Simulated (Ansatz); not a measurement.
difluoromethane (SMILES FCF) moved off its minimum; all values from Ansatz (an electronic-structure program), cores frozen in correlated methods.
(charge 0, multiplicity 1)
```xyz
5

F     -1.12429    -0.31107     0.01024
C     -0.04103     0.51608     0.03453
F      1.09711    -0.23194    -0.06182
H     -0.05094     1.02086     1.02007
H     -0.08391     1.17433    -0.80885
```

Question: Give the forces (eV/Å), the total energy and the dipole at CCSD(T)/aug-cc-pVTZ.

Answer: 
```
atom      Fx      Fy      Fz
----  ------  ------  ------
F1     0.175  -0.057  -0.164
C2     0.015  -0.306   1.193
F3    -0.276   0.044   0.014
H4     0.148  -0.111  -0.562
H5    -0.062   0.430  -0.481
```
Energy -238.7204 hartree, dipole 1.98 D.
